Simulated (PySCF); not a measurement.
# Solver options tried on MgO

The same problem is solved with other solver options, one edit a run.

Program: PySCF 2.14.0. Level of theory: each script names its method and basis. These are calculated values, not measurements.

2 further runs of the same task are left out: 2 that didn't finish.

## (1) The system as given

MgO: 2 atoms, charge 0, spin multiplicity 1.

Bond lengths: Mg1–O2 1.818 Å.

## (2) Base script

input.py reads:

```python
from pyscf import gto, scf, mp

mol = gto.M(
    atom='Mg 0 0 0; O 0 0 1.818',
    basis='sbkjc',
    ecp={'Mg': 'sbkjc', 'O': 'sbkjc'},
    charge=0,
    spin=0,
    symmetry=True,
    verbose=4,
)
mf = scf.RHF(mol)
mf.kernel()
mp.MP2(mf).kernel()
mf.dip_moment()
print('orbital energies (hartree):', mf.mo_energy[..., max(0, mol.nelec[1]-3):mol.nelec[0]+3].round(4))
```

On the command line:

```console
OMP_NUM_THREADS=1 python input.py
```

Its log is not repeated here.

Base result: E(SCF) = -16.331302 Eh, 10 cycles, E(MP2) − E(SCF) = -0.17807 Eh, μ = 7.75 D (of the SCF density).

The bond length is a typed value, not an optimised one.

## (3) Initial guess 1e

Run 1 changes initial guess: minao → 1e.

input.py reads:

```python
from pyscf import gto, scf, mp

mol = gto.M(
    atom='Mg 0 0 0; O 0 0 1.818',
    basis='sbkjc',
    ecp={'Mg': 'sbkjc', 'O': 'sbkjc'},
    charge=0,
    spin=0,
    symmetry=True,
    verbose=4,
)
mf = scf.RHF(mol)
mf.init_guess = '1e'
mf.kernel()
mp.MP2(mf).kernel()
mf.dip_moment()
print('orbital energies (hartree):', mf.mo_energy[..., max(0, mol.nelec[1]-3):mol.nelec[0]+3].round(4))
```

On the command line:

```console
OMP_NUM_THREADS=1 python input.py
```

## (4) Smearing width 0.005 hartree

Run 2 changes smearing width: none → 0.005 hartree; step after the SCF: mp2 → none.

Changes to input.py since step 2:

```diff
@@ -1,2 +1,2 @@
-from pyscf import gto, scf, mp
+from pyscf import gto, scf
 
@@ -12,4 +12,4 @@
 mf = scf.RHF(mol)
+mf = scf.addons.smearing_(mf, sigma=0.005, method='fermi')
 mf.kernel()
-mp.MP2(mf).kernel()
 mf.dip_moment()
```

## (5) Initial guess chk

Run 3 changes initial guess: minao → chk.

Changes to input.py since step 2:

```diff
@@ -12,2 +12,3 @@
 mf = scf.RHF(mol)
+mf.init_guess = 'chk'
 mf.kernel()
```

## (6) Convergence threshold 1e-16 hartree

Run 4 changes convergence threshold: default → 1e-16 hartree.

Changes to input.py since step 2:

```diff
@@ -12,2 +12,3 @@
 mf = scf.RHF(mol)
+mf.conv_tol = 1e-16
 mf.kernel()
```

## (7) Damping 0.8

Run 5 changes damping: none → 0.8.

Changes to input.py since step 2:

```diff
@@ -12,2 +12,4 @@
 mf = scf.RHF(mol)
+mf.damp = 0.8
+mf.diis_start_cycle = 8
 mf.kernel()
```

**Question.** What will these runs give? Wanted: for each run, E(SCF); from base; gap; SCF dipole; after the SCF.

The runs gave:

```
                                run  E(SCF) (hartree)  from base (eV)  cycles  gap (eV)  SCF dipole (D)              after the SCF
                               base        -16.331302               0      10      7.26            7.75  MP2 correlation -4.845 eV
                   initial guess 1e        -16.331302          0.0000      15      7.26            7.75  MP2 correlation -4.845 eV
       smearing width 0.005 hartree        -16.331302          0.0000      11       n/a            7.75                        n/a
                  initial guess chk        -16.331302          0.0000      10      7.26            7.75  MP2 correlation -4.845 eV
convergence threshold 1e-16 hartree        -16.331302          0.0000      15      7.26            7.75  MP2 correlation -4.845 eV
                        damping 0.8        -16.331302          0.0000      15      7.26            7.75  MP2 correlation -4.845 eV
```

Distance from each run's final energy (log10 hartree) by cycle:

```
                                run  cycle 1  cycle 2  cycle 3  cycle 5  cycle 8  cycle 12
                               base     -0.7     -0.5     -2.6     -4.8     -8.1      done
                   initial guess 1e      1.0      0.5     -0.4     -1.4     -3.2      -7.8
       smearing width 0.005 hartree     -0.5     -0.4     -2.0     -3.7     -7.1      done
                  initial guess chk     -0.7     -0.5     -2.6     -4.8     -8.1      done
convergence threshold 1e-16 hartree     -0.7     -0.5     -2.6     -4.8     -8.1     < -11
                        damping 0.8     -0.7     -1.6     -2.1     -2.6     -3.8      -6.3
```

In words: With initial guess 1e or smearing width 0.005 hartree or initial guess chk or convergence threshold 1e-16 hartree or damping 0.8 the SCF ends at the base energy. PySCF falls back to minao for a guess that it doesn't know or can't read, so that run repeats the base. The base needs 10 cycles and the run with initial guess 1e needs 15.
